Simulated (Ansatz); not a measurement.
The same path of CH4BF (7 atoms, charge 0, multiplicity 1) was run 3 times with different band settings. The coordinate that changes most is the dihedral H5–B1–C2–F3.

Method: RKS r2SCAN-D4/6-31G* (Ansatz).

Relaxed end points:

```xyz
7
Properties=species:S:1:pos:R:3
B -0.723 0.111 -0.532
C 0.531 -0.078 0.362
F 0.682 -1.349 0.918
H -1.505 -0.772 -0.726
H -0.885 1.190 -1.032
H 0.518 0.666 1.181
H 1.442 0.164 -0.217
```

```xyz
7
Properties=species:S:1:pos:R:3
B -0.722 0.111 -0.533
C 0.531 -0.078 0.363
F 0.688 -1.352 0.909
H -0.892 1.194 -1.021
H -1.497 -0.775 -0.739
H 0.513 0.659 1.188
H 1.441 0.173 -0.214
```

Common settings: optimiser quadratic models (default); start path IDPP; force threshold 0.03 eV/Å; iteration limit 60; end points relaxed.

| run | movable images | climbing image | spring |
| --- | --- | --- | --- |
| 1 | 7 | yes | 5.0 eV/Å² |
| 2 | 7 | yes | 2.0 to 10.0 eV/Å², energy-weighted |
| 3 | 4 | no | 5.0 eV/Å² |

Question: What does each run give, and how far can it be trusted?

Answer: Run 1: converged after 9 iterations, highest image 0.257 eV above the first end. The profile has 2 maxima (images 3, 5) with wells between them (image 4): this band takes more than one step, which may be the mechanism or a detour left from its start path. A vibrational analysis at the climbing image gives one clearly imaginary mode, 251i cm⁻¹: a first-order saddle point.
Run 2: converged after 8 iterations, highest image 0.257 eV above the first end. The profile has 2 maxima (images 3, 5) with wells between them (image 4): this band takes more than one step, which may be the mechanism or a detour left from its start path. Another band between the same ends (7 images) ends at a top of the same energy, where a vibrational analysis finds 1 clearly imaginary mode.
Run 3: converged after 7 iterations, highest image 0.256 eV above the first end. No image climbed, so the highest image needn't sit at the top of the path.
